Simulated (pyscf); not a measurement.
Optimised with ωB97X-D3(BJ)/def2-SVP in PySCF. Correlated levels are frozen-core, on RHF or UHF. ΔMP2 is the change of the MP2 total energy from the triple- to the quadruple-zeta basis.

Q: Estimate by transition-state theory the rate constant of H₂C=C=CH₂ (SMILES C=C=C) + NH₃ (SMILES N) → HC≡C–CH₃ (SMILES C#CC) + NH₃ (SMILES N) (singlet surface; C–H, H–N broken, C–H, H–N formed) at 600 K, with CCSD(T)/def2-TZVPP + ΔMP2(QZVPP) energies (ideal gas, 1 atm, RRHO with modes under 100 cm⁻¹ raised to 100, one conformer, R ln 2 for chiral ones without a mode under 150 cm⁻¹; no tunnelling).

A: The electronic barrier is 45.5 kcal/mol and the thermal terms add +18.6, so ΔG‡ = 64.1 kcal/mol. With k_BT/h = 1.25e+13 s⁻¹ and RT = 1.192 kcal/mol, and a volume of 8.18e-20 cm³ per molecule at 1 atm, k = 4.7e-30 cm³ molecule⁻¹ s⁻¹. Wigner's tunnelling factor for 621i cm⁻¹ would be 1.09. A shift of 1 kcal/mol in the barrier changes k by a factor 2.3. This is the saddle that the search found; another between the same sides may lie lower. The CCSD(T) − MP2 part came from Ansatz, without density fitting, on the same reference.
